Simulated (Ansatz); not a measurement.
A calculation with Ansatz (development build ahead of 0.2.0).

```yaml
crystal:
  periodic: [false, false, false]
  atoms:
    - { symbol: "N", position_ang: [-0.00954, 0.41845, -0.3381] }
    - { symbol: H, position_ang: [0.0353, 1.32009, 0.20007] }
    - { symbol: O, position_ang: [0.04475, -0.53823, 0.28696] }
basis:
  gaussian: { orbitals: STO-3G }
hamiltonian:
  xc: hf
```

The input is written out in the form of the current development build from the run's settings.

The run gave:

| Property | Result |
| --- | --- |
| Converged | yes |
| Total energy | -128.04075 hartree |
| Spin squared of the determinant | 0.000 |

Caution: no unrestricted run beside it, a lower state can exist.
